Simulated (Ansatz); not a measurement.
The input, for Ansatz 0.2.0:

```yaml
crystal:
  periodic: [false, false, false]
  atoms:
    - {symbol: B, position_ang: [0.000000, 0.000000, -1.283020]}
    - {symbol: C, position_ang: [0.000000, 0.000000, 0.099934]}
    - {symbol: H, position_ang: [0.000000, 0.000000, 1.183087]}
basis:
  gaussian: {orbitals: 6-31G}
magnetization: {spin_polarized: true, initial_magnetization: 0}
correlation: {method: ccsdtq, electrons: outside_noble_gas}
```

```sh
$ ansatz run in.yaml --threads 1 --pin off --events-out ev --progress --plain --max-ram 1536MiB
```

Output:

```
441 factors; integrals over basis functions are off by at most 1.1e-7 eV
mean field evaluation 1: about -1704.9307 eV, gradient 2.3e1 eV
mean field evaluation 2: about -1704.9346 eV, gradient 2.3e1 eV
mean field evaluation 4: about -1708.7504 eV, gradient 2.6e0 eV
mean field evaluation 8: about -1708.9566 eV, gradient 3.3e-5 eV
mean field evaluation 16: about -1709.2332 eV, gradient 1.9e0 eV
mean field evaluation 32: about -1712.4237 eV, gradient 2.7e-5 eV
mean field evaluation 64: about -1708.9560 eV, gradient 4.4e-2 eV
mean field evaluation 96: about -1712.4237 eV, gradient 2.1e-6 eV
mean field evaluation 128: about -1712.4240 eV, gradient 6.1e-2 eV
mean field evaluation 160: about -1711.5308 eV, gradient 1.5e0 eV
...
cycle  32  -3.65927367 eV  change    5.6e-6 eV  update   8.6e-7
cycle  33  -3.65927141 eV  change    2.3e-6 eV  update   4.6e-7
cycle  34  -3.65927085 eV  change    5.6e-7 eV  update   3.6e-7
cycle  35  -3.65926972 eV  change    1.1e-6 eV  update   3.0e-7
cycle  36  -3.65926949 eV  change    2.3e-7 eV  update   2.9e-7
cycle  37  -3.65926882 eV  change    6.7e-7 eV  update   1.8e-7
cycle  38  -3.65926819 eV  change    6.3e-7 eV  update   1.2e-7
cycle  39  -3.65926812 eV  change    6.9e-8 eV  update   9.3e-8
cycle  40  -3.65926805 eV  change    7.5e-8 eV  update   1.1e-7
cycle  41  -3.65926800 eV  change    4.6e-8 eV  update   7.9e-8
WARN: the results are in doubt because among natural orbitals full CI differs from the method by +0.645 eV
Total energy: -1716.08298620 eV, -63.0648865399 hartree
In doubt: among natural orbitals full CI differs from the method by +0.645 eV
```

For the same geometry and basis full CI lies 611.4 meV higher.

Ran on 1 thread of Intel Xeon, shared host: 54 s wall, 0.27 GiB peak host memory.
